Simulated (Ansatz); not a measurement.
Compare A (`CSC1C=N1`) with its isomer B (`NC1=CSC1`).

Calculated with Ansatz (gas phase, PBE0-D4/def2-TZVP geometries, no zero-point term in ΔE). CBS: MP2 limit from def2 TZ/QZ plus the TZ coupled-cluster correction, frozen cores. Functionals use def2-TZVPP. B3LYP here is the variant with VWN-RPA as its local correlation; programs differ in this. One conformer a species, not always the lowest.

Q: Which is lower in electronic energy at CCSD(T)/CBS, and by how much? (Estimate.)

A: Computed: B, by 99.0 kJ/mol.

Q: Give E(B) − E(A) in kJ/mol with MP2/def2-TZVPP, B2PLYP, B3LYP-D4, ωB97M-V, PBE-D4, HF/def2-TZVPP, CCSD(T)/def2-TZVPP. (Best estimate.)

A: Ansatz gave: MP2/def2-TZVPP -96.0, B2PLYP -96.0, B3LYP-D4 -99.2, ωB97M-V -97.9, PBE-D4 -102.8, HF/def2-TZVPP -93.7, CCSD(T)/def2-TZVPP -94.1. None reverses the order clearly.

Largest T1 diagnostic: 0.012.

From PBE to PBE0 (25 % exact exchange), in def2-TZVPP and without D4, E(B) − E(A) moves by −6.4 kJ/mol.
